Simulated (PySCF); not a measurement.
Identify the unknown among the candidates.

All candidates are C4H5N.

* UV, strongest line: among the 10 lowest singlet transitions: S5 at 6.87 eV (181 nm, f = 0.058) [TDDFT PBE0/def2-SVPD]
* Triplet: lowest triplet excitation (Tamm–Dancoff): 4.20 eV [TDA PBE0/def2-SVPD]
* Rotational structure: rotational constants A, B, C: 12.451, 3.696, 2.900 GHz [PBE0-D3(BJ)/def2-SVP]
* Dipole: 1.22 D [PBE0/def2-SVPD]
* NMR, other nuclei: isotropic shieldings of nuclei other than C and H, by class: -124 (1 N) ppm [GIAO PBE0/pcSseg-1]
* Valence photoelectron: vertical ionisation energy: 9.75 eV [ΔSCF PBE0/def2-SVPD]
* Polarisability: 54.0 au [PBE0/def2-SVPD]
* 13C NMR: chemical shifts (computed TMS as zero) by class: 158.6 (1 C), 85.8 (1 C), 79.4 (1 C), 49.7 (1 C) ppm [GIAO PBE0/pcSseg-1]

Electronic properties: PySCF, gas phase, density fitting. Levels stand in brackets. One conformer (not necessarily the lowest) at the PBE0-D3(BJ)/def2-SVP geometry, without solvent, vibrations or thermal averaging. NMR values are class means; diastereotopic atoms form classes of their own.

Question: Which candidate is it?
A. `C/C=C\C#N`
B. `C=CC1=NC1`
C. `C#C[C@@H]1CN1`
D. `C#CCN=C`

Answer: D. It is `C#CCN=C`. Numbering: `[CH:1]#[C:2][CH2:3][N:4]=[CH2:5]`. Its formula, C4H5N, gives 3 degrees of unsaturation: 0 rings and 3 π bonds in the structure found. 4 carbons fall into 4 classes; from least to most shielded: imine carbon [C5] (158.6 ppm), terminal alkyne carbon [C1] (85.8 ppm), alkyne carbon [C2] (79.4 ppm), sp3 carbon bound to nitrogen [C3] (49.7 ppm). The other shieldings belong to: -124 ppm, imine nitrogen [N4]. The first electron is taken from the HOMO, whose largest Löwdin shares are 0.59 on the imine nitrogen, 0.14 on the imine carbon, 0.07 on the sp3 carbon bound to nitrogen and 0.06 on a hydrogen on a C=N carbon. The optimised geometry has point group Cs and is an asymmetric top.

The others, at the same levels:
- `C/C=C\C#N` fails: its computed 13C shifts are 160.7 (1 C), 120.2 (1 C), 107.7 (1 C), 20.5 (1 C) ppm and smallest rotational constant is 2.744 GHz (against 2.900 GHz).
- `C#C[C@@H]1CN1` fails: its computed 13C shifts are 89.4 (1 C), 73.2 (1 C), 29.6 (1 C), 17.9 (1 C) ppm, rotational constant A is 17.269 GHz (against 12.451 GHz) and smallest rotational constant is 3.260 GHz (against 2.900 GHz).
- `C=CC1=NC1` fails: its computed lowest triplet excitation (Tamm–Dancoff) is 3.23 eV (against 4.20 eV), strongest line among the 10 lowest singlet transitions is S2 at 5.63 eV (220 nm, f = 0.302) (against S5 at 6.87 eV) and rotational constant A is 16.618 GHz (against 12.451 GHz).

Each candidate is one conformer, not necessarily the lowest. The conformers computed, where there is a choice (atom-mapped SMILES and torsion angles):
- `[CH:1]#[C:2][CH2:3][N:4]=[CH2:5]`: C2–C3–N4–C5 0°
- `[CH2:1]=[CH:2][C:3]1=[N:4][CH2:5]1`: C1–C2–C3–N4 180°
